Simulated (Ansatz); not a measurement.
A nudged elastic band was laid between two geometries of C2H6FNO (11 atoms, charge 0, multiplicity 1).

All numbers below come from RKS PBE/6-31G* in Ansatz 0.2.0.

* movable images: 7
* climbing image: yes
* spring: 5.0 eV/Å²
* optimiser: quadratic models (default)
* start path: through a guess of the saddle point
* force threshold: 0.05 eV/Å
* iteration limit: 53
* end points: relaxed

Initial state:

```xyz
11
Properties=species:S:1:pos:R:3
N -0.345 1.161 0.863
C -0.558 -0.159 0.402
F 0.171 -1.151 1.179
C -0.023 -0.340 -1.018
O 1.387 -0.122 -1.029
H -0.535 1.250 1.865
H 0.626 1.434 0.674
H -1.620 -0.440 0.500
H -0.472 0.404 -1.695
H -0.287 -1.355 -1.378
H 1.723 -0.738 -0.341
```

Final state:

```xyz
11
Properties=species:S:1:pos:R:3
N -0.282 1.156 0.912
C -0.630 -0.147 0.463
F -0.285 -1.175 1.393
C 0.068 -0.463 -0.857
O 1.466 -0.229 -0.681
H -0.650 1.323 1.853
H 0.741 1.234 0.939
H -1.726 -0.219 0.332
H -0.365 0.192 -1.640
H -0.143 -1.518 -1.122
H 1.871 -0.212 -1.570
```

Question: What changes between the two ends?

Answer: No bond is made or broken. The dihedral H10–C4–O5–H11 goes from -67 to 75°.

Question: Give the energies along the band, and the barrier.

Answer: It converged. The highest image is number 6 of 0 to 8, 4.5 kcal/mol above the first end and 0.4 kcal/mol above the last; the last end lies 4.1 kcal/mol above the first. A vibrational analysis at the climbing image gives one clearly imaginary mode, 233i cm⁻¹: a first-order saddle point.

```tsv
image	path coordinate (Å)	energy (kcal/mol)	dihedral H10–C4–O5–H11 (°)
0	0.00	0.0	-67
1	0.24	0.3	-59
2	0.49	1.0	-48
3	0.73	2.0	-34
4	0.97	3.2	-15
5	1.22	4.2	6
6	1.46	4.5	28
7	1.75	4.2	53
8	2.03	4.1	75
```

Question: What is the geometry of the highest image?

Answer: 
```xyz
11
Properties=species:S:1:pos:R:3
N -0.308 1.180 0.917
C -0.617 -0.129 0.455
F -0.199 -1.157 1.358
C 0.049 -0.397 -0.893
O 1.425 -0.023 -0.802
H -0.664 1.316 1.867
H 0.711 1.295 0.932
H -1.713 -0.242 0.360
H -0.475 0.195 -1.672
H -0.078 -1.471 -1.126
H 1.935 -0.624 -1.376
```

Question: What are the harmonic wavenumbers there?

Answer: 233i, 128, 259, 367, 419, 439, 680, 819, 839, 896, 1029, 1045, 1146, 1166, 1271, 1289, 1340, 1396, 1432, 1479, 1649, 2937, 2993, 3000, 3411, 3504, 3690 cm⁻¹.

Run time: 2.5 min on 1 thread of Arm Neoverse V1, with other jobs on the host, peak memory 0.16 GiB.
